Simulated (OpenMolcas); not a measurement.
# Potential curves of SiH⁺: spin–orbit levels

Calculated with OpenMolcas 26.06: state-averaged CASSCF(4,5) over Si 3s 3p, H 1s, XMS-CASPT2 (IPEA 0.25, imaginary shift 0.2 hartree), scalar X2C, ANO-RCC-VTZP, then RASSI spin–orbit state interaction with atomic mean-field integrals. C2 symmetry about the axis (a holds Σ, Δ, Γ; b holds Π, Φ, H; Σ⁺ and Σ⁻ are not told apart); roots by multiplicity and irrep: 1a 4, 3b 4, 1b 2, 3a 2, 5a 1.

XMS-CASPT2 energies with spin–orbit state interaction in eV from the lowest point. Curves are followed by energy order within each symmetry, so they are adiabatic and may change character at avoided crossings; for Ω = 0 the + and − levels are counted together.

```csv
R (Å),(1)Ω=0,(2)Ω=0,(3)Ω=0,(1)Ω=1,(1)Ω=2
1.318,0.383,2.779,2.779,2.789,2.800
1.395,0.113,2.509,2.509,2.519,2.530
1.464,0.008,2.390,2.390,2.400,2.410
1.533,0.000,2.352,2.352,2.362,2.372
1.610,0.072,2.364,2.364,2.374,2.384
1.686,0.206,2.436,2.436,2.446,2.456
1.794,0.458,2.552,2.552,2.562,2.572
```

Q: With masses 27.977 and 1.008 u, fit the curves (1)Ω=0 near their minima.

A: At XMS-CASPT2 with spin–orbit state interaction, Te from the lowest curve (the fit fixes ωe to a per cent or two; the method's Re and ωe can be off by some per cent):

```csv
curve,Te (cm⁻¹),Re (Å),ωe (cm⁻¹)
(1)Ω=0,0,1.505,2161.9
```

The 5 lowest clean curves are shown; the next is (2)Ω=1, from 3.32 eV. Only roots inside an energy window near the equilibrium distance were included, so the list of states is not complete; labels number the states computed. Each spin and symmetry block has orbitals of its own, averaged over its own roots, so gaps between blocks are less sure than gaps within one and near the minimum can be off by tenths of an eV, in bad cases by more. No Rydberg orbitals are active, so Rydberg states, and σ→σ* states whose orbital the CASSCF left unused, can be missing between those listed. No roots were computed in block 5b (none fell in the window or the block failed), so states of that kind are missing and can lie low or lowest. Points that failed a check (symmetry, reference weights, a jump) are left out.
